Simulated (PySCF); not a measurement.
All of these have the formula C6H10. Computed with PySCF 2.14.0, density-fitted response routines, TDDFT B3LYP/def2-SVPD, vertical, gas phase, core orbitals frozen in the response. Geometries: PBE0-D3(BJ)/def2-SVP; one conformer of each isolated species. Triplets are in the Tamm–Dancoff approximation.

A. `C1CC=C[C@@H]1C`
B. `C=CCC(=C)C`
C. `CC1=CCCC1`
D. `C=C/C(C)=C/C`

Lowest singlet levels (six at most, fewer where fewer were computed) with oscillator strengths:

1. 196 nm (f 0.028); 186 nm (f 0.208); 178 nm (f 0.019); 173 nm (f 0.041); 171 nm (f 0.024); 159 nm (f 0.003); T1 4.26 eV
2. 210 nm (f 0.002); 191 nm (f 0.010); 187 nm (f 0.279); 181 nm (f 0.005); 171 nm (f 0.063); 166 nm (f 0.002)
3. 224 nm (f 0.701); 214 nm (f 0.005); 194 nm (f 0.003); 191 nm (f 0.009); 187 nm (f 0.003); 174 nm (f 0.001); T1 3.18 eV
4. 207 nm (f 0.072); 194 nm (f 0.075); 187 nm (f 0.006); 177 nm (f 0.021); 174 nm (f 0.255); 168 nm (f 0.351)

Problem. Match each spectrum to its molecule.

Solution. 1 = A, 2 = C, 3 = D, 4 = B.
- A: S1 at 6.34 eV, HOMO→LUMO+1 (82%), HOMO→LUMO (15%); Löwdin shares by element: HOMO carbon 79% or more (atoms not listed hold the other 21%); LUMO carbon 70% or more (atoms not listed hold the other 30%); HOMO -6.65 and LUMO 0.21 eV.
- B: S1 at 5.98 eV, HOMO→LUMO (85%), HOMO→LUMO+1 (10%); Löwdin shares by element: HOMO carbon 82% or more (atoms not listed hold the other 18%); LUMO carbon 68% or more (atoms not listed hold the other 32%); HOMO -6.96 and LUMO -0.35 eV.
- C: S1 at 5.91 eV, HOMO→LUMO+1 (98%); Löwdin shares by element: HOMO carbon 76% or more (atoms not listed hold the other 24%); LUMO (one of a set within 0.03 eV) carbon 66% or more, hydrogen 6% or more (atoms not listed hold the other 28%); HOMO -6.34 and LUMO 0.46 eV.
- D: S1 at 5.53 eV, HOMO→LUMO (97%); Löwdin shares by element: HOMO carbon 80% or more (atoms not listed hold the other 20%); LUMO carbon 77% or more (atoms not listed hold the other 23%); HOMO -6.17 and LUMO -0.79 eV.
B and C have S1 within 0.07 eV of each other; their strongest listed levels stand at 7.38 eV (f 0.351) and 6.64 eV (f 0.279).
